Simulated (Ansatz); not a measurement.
# A relaxation, step by step

N₂H₃O (SMILES [OH3+].N#N) (charge +1), closed shell, PBE0-D4/def2-TZVP (Ansatz 0.2.0). Settings:

```yaml
hamiltonian: {xc: pbe0, dispersion: d4}
relax: {f_tol: 0.005, max_steps: 200}
```

Start (the SMILES describes the start alone):

O1  (-0.165, 0.211, -1.077)
H2  (-0.038, 0.090, -0.047)
H3  (-0.832, -0.408, -1.460)
H4  (0.683, 0.164, -1.580)
N5  (0.228, -0.050, 2.634)
N6  (0.124, -0.007, 1.530)
(Å)

```json
{"step": "1", "energy less the last (meV)": "55.6", "largest force component (eV/Å)": "3.402"}
{"step": "2", "energy less the last (meV)": "5.8", "largest force component (eV/Å)": "0.592"}
{"step": "3", "energy less the last (meV)": "2.0", "largest force component (eV/Å)": "0.164"}
{"step": "4", "energy less the last (meV)": "0.2", "largest force component (eV/Å)": "0.084"}
{"step": "5", "energy less the last (meV)": "0.1", "largest force component (eV/Å)": "0.067"}
{"step": "6", "energy less the last (meV)": "0.0", "largest force component (eV/Å)": "0.004"}
```

Step 2, positions (Å) and forces (eV/Å):

```
atom       x       y       z      Fx      Fy      Fz
  O1  -0.163   0.206  -1.071   0.093  -0.226   0.089
  H2  -0.035   0.082  -0.051  -0.045   0.054  -0.312
  H3  -0.827  -0.401  -1.454   0.085   0.129   0.070
  H4   0.675   0.167  -1.573  -0.138   0.044   0.088
  N5   0.225  -0.045   2.613   0.056  -0.022   0.592
  N6   0.125  -0.008   1.535  -0.050   0.021  -0.527
```

Step 4, positions (Å) and forces (eV/Å):

```csv
atom,x,y,z,Fx,Fy,Fz
O1,-0.160,0.196,-1.077,0.014,-0.024,0.061
H2,-0.035,0.077,-0.069,-0.009,0.013,-0.050
H3,-0.830,-0.395,-1.463,-0.032,-0.006,0.000
H4,0.672,0.173,-1.582,0.028,0.017,-0.005
N5,0.226,-0.043,2.637,-0.007,0.002,-0.084
N6,0.127,-0.008,1.555,0.007,-0.002,0.079
```

Step 5, positions (Å) and forces (eV/Å):

| atom | x | y | z | Fx | Fy | Fz |
| --- | --- | --- | --- | --- | --- | --- |
| O1 | -0.159 | 0.193 | -1.076 | 0.000 | -0.013 | -0.067 |
| H2 | -0.035 | 0.077 | -0.071 | 0.005 | -0.003 | 0.046 |
| H3 | -0.832 | -0.394 | -1.463 | 0.001 | 0.009 | 0.006 |
| H4 | 0.673 | 0.175 | -1.582 | -0.006 | 0.007 | 0.007 |
| N5 | 0.226 | -0.043 | 2.637 | -0.002 | 0.001 | -0.029 |
| N6 | 0.126 | -0.008 | 1.554 | 0.003 | -0.001 | 0.036 |

Last step (6):

O1  (-0.158, 0.192, -1.077)
H2  (-0.035, 0.077, -0.070)
H3  (-0.833, -0.394, -1.463)
H4  (0.674, 0.176, -1.583)
N5  (0.226, -0.043, 2.637)
N6  (0.126, -0.007, 1.555)
(Å)

The run took about 7 s on 2 CPU threads of an Arm Neoverse V2 (shared host).
